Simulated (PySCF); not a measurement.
```xyz
5
charge 0 multiplicity 1, angstrom
S     0.0000    0.0000   -0.3853
F     0.0000    1.6650   -0.2849
F     0.0000   -1.6650   -0.2849
F     1.2092    0.0000    0.6091
F    -1.2092    0.0000    0.6091
```

Computed with B3LYP/[S def2-TZVP, F def2-TZVP], no relativity, density fitting, PySCF.

This geometry of SF4 is a stationary point at this level.

(1) What is the point group?

(2) Is it a minimum?

(3) What are the dipole moment and the gap between the highest occupied and lowest empty levels?

(4) Give the ideal-gas entropy at 298.15 K and 1 bar by parts.

## Answers

(1) C2v.

(2) Yes: all harmonic wavenumbers are real.

(3) 0.71 D and 7.28 eV.

(4) translation 167.2, rotation 102.1, vibration 27.2, spin 0.0; total 296.5 J/(mol K).
